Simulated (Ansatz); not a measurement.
# C3H6N2: a ladder of functionals and wavefunction methods

One table from this session's results is given with a row withheld; the runs are named, their logs left out.

Program: Ansatz 0.2.0, Gaussian basis. Level of theory: functionals in def2-TZVPP, the program's frozen cores in correlated methods. These are calculated values, not measurements.

Levels to be run: LDA (SPW92), PBE-D4, revPBE-D4, BLYP-D4, r2SCAN-D4, B97M-V, PBE0-D4, B3LYP-D4, r2SCANh-D4, r2SCAN0-D4, HSE06-D4, BHLYP-D4, CAM-B3LYP-D4, LC-ωPBE, ωB97X-V, ωB97M-V, B2PLYP, PBE-QIDH; CCSD(T)/def2-SVP; CCSD(T)/def2-TZVPP; MP2/def2-QZVPP; extrapolation to the limit; RPA on PBE.

### The geometry

The geometry comes from an earlier relaxation with PBE0-D4 in a triple-zeta def2 set; it is a stationary point, not always the lowest conformer.

SMILES `C=NC(=C)N`, 11 atoms, charge 0, spin multiplicity 1.

Atoms are counted from 1 here; the program's logs count them from 0.

Bond lengths: C1–N2 1.261 Å, C1–H6 1.089 Å, C1–H7 1.096 Å, N2–C3 1.403 Å, C3–C4 1.342 Å, C3–N5 1.380 Å, C4–H8 1.080 Å, C4–H9 1.082 Å, N5–H10 1.006 Å, N5–H11 1.006 Å. Angles: N2–C1–H6 118.9°, N2–C1–H7 122.9°, H6–C1–H7 118.3°, C1–N2–C3 118.6°, N2–C3–C4 122.9°, N2–C3–N5 111.7°, C4–C3–N5 125.1°, C3–C4–H8 120.3°, C3–C4–H9 121.2°, H8–C4–H9 118.2°, C3–N5–H10 115.7°, C3–N5–H11 115.0°, H10–N5–H11 114.1°.

Set-up of the first run:

Contents of in.yaml:

```yaml
crystal:
  periodic: [false, false, false]
  atoms:
    - {symbol: C, position_ang: [-1.441186, 0.957599, 0.655475]}
    - {symbol: N, position_ang: [-0.707549, 0.840929, -0.364080]}
    - {symbol: C, position_ang: [0.304188, -0.130734, -0.356501]}
    - {symbol: C, position_ang: [0.088738, -1.403326, 0.009279]}
    - {symbol: N, position_ang: [1.484250, 0.355781, -0.882105]}
    - {symbol: H, position_ang: [-2.258183, 1.677423, 0.635971]}
    - {symbol: H, position_ang: [-1.296157, 0.361715, 1.563643]}
    - {symbol: H, position_ang: [-0.900698, -1.729157, 0.292886]}
    - {symbol: H, position_ang: [0.870345, -2.148282, -0.064003]}
    - {symbol: H, position_ang: [2.306781, -0.187847, -0.684591]}
    - {symbol: H, position_ang: [1.614873, 1.348998, -0.785175]}
basis:
  gaussian: {orbitals: def2-TZVPP}
hamiltonian: {xc: lda}
output: {orbitals: {seedname: orbitals}}
```

Command:

```console
ansatz run in.yaml --threads 4 --pin off --events-out ev --progress --plain --max-ram 10444MiB
```

Among the steps run: LDA; PBE-D4 (GGA); revPBE-D4 (GGA); BLYP-D4 (GGA); r2SCAN-D4 (meta-GGA); B97M-V (meta-GGA); B3LYP-D4 (hybrid); r2SCANh-D4 (hybrid); r2SCAN0-D4 (hybrid); HSE06-D4 (hybrid); BHLYP-D4 (hybrid); CAM-B3LYP-D4 (range-separated); LC-ωPBE (range-separated); ωB97X-V (range-separated); ωB97M-V (range-separated); B2PLYP (double hybrid); PBE-QIDH (double hybrid).

One table of the session follows, with a row left open; its other results are not shown here.

It belongs to the step «Frontier levels by functional». 

```
  functional  HOMO (eV)  gap (eV)
 LDA (SPW92)      -5.05      2.80
      PBE-D4      -4.86      2.87
   revPBE-D4      -4.78      2.90
     BLYP-D4      -4.72      2.86
   r2SCAN-D4      -5.03      3.23
      B97M-V      -5.07      3.35
     PBE0-D4      -5.96      5.02
    B3LYP-D4      -5.76      4.57
  r2SCANh-D4      -5.46      4.04
  r2SCAN0-D4      -6.09      5.25
    HSE06-D4      -5.56      4.24
    BHLYP-D4      -6.95      7.14
CAM-B3LYP-D4      -7.27      7.47
     LC-ωPBE          ?         ?
     ωB97X-V      -8.23      9.56
     ωB97M-V      -8.16      9.38
```

Estimate the missing values for LC-ωPBE.

As computed: HOMO (eV): -8.59; gap (eV): 10.00. In the column «HOMO (eV)» it is the lowest.
